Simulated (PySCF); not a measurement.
How well do the runs reproduce experiment for 2(5H)-furanone?

**What was measured.**

From NIST CCCBDB Release 22 (SRD 101), experimental dipoles, for the gas: dipole moment 4.905 D.

The runs below try to reproduce these values; the comparison stands at the end.

Compound: 2(5H)-furanone, C4H4O2.
SMILES with atom numbers: `[O:1]=[C:2]1[CH:3]=[CH:4][CH2:5][O:6]1` (hydrogens: H7 on C3; H8 on C4; H9, H10 on C5)

Structure used (GFN2-xTB), in Å, numbered top down from 1:
```xyz
10
C4H4O2 angstrom
O      2.5085   -0.5324    0.0479
C      1.3317   -0.3161    0.0294
C      0.6179    0.9709   -0.1493
C     -0.6873    0.7300   -0.1002
C     -0.9009   -0.7328    0.1134
O      0.3945   -1.2867    0.1804
H      1.1352    1.8993   -0.2892
H     -1.5060    1.4187   -0.1905
H     -1.4509   -1.2002   -0.7116
H     -1.4338   -0.9460    1.0472
```

The PySCF runs (gas phase, on this GFN2-xTB geometry; no spin–orbit coupling):

| level | job | basis functions |
| --- | --- | --- |
| PBE0/pcSseg-1 | shieldings, charges and field gradients | 122 |
| CAM-B3LYP/def2-SVPD | 8 singlets by full TDDFT, 3 Tamm–Dancoff triplets, polarisability | 158 |
| B3LYP/pcJ-1 | spin–spin couplings from 8 perturbed nuclei, spin–dipole term left out | 202 |

## Comparison

**Dipole moment.** Measured: 4.905 D (NIST CCCBDB Release 22 (SRD 101), experimental dipoles).

```
              level  computed (D)  computed − measured (D)  % (from the printed values)
      PBE0/pcSseg-1         5.091                   +0.186                           +4
CAM-B3LYP/def2-SVPD         5.270                   +0.365                           +7
        B3LYP/pcJ-1         5.091                   +0.186                           +4
```

All 3 levels lie above the measurement. The computed dipoles belong to one fixed geometry; measured ones are averaged over vibrations unless marked μe. Magnitudes are compared, not signs.

No measured geometry was used, and the causes of the misses weren't examined.
